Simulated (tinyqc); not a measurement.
Inside a calculation. Method: UHF in the sto-3g basis, for BH, spin multiplicity 1. One step of it, computed by the program tinyqc.

Problem. Iteration 2: DIIS coefficients. Solve [B -1; -1 0][c; lambda] = [0; -1] for the coefficients, which sum to one.

B (overlaps of the stored error matrices):
```
               1              2
1  6.3672655e-01  7.4113579e-02
2  7.4113579e-02  1.0922895e-02
```

Give: DIIS coefficients.

Solution.

DIIS coefficients: -0.127  1.127
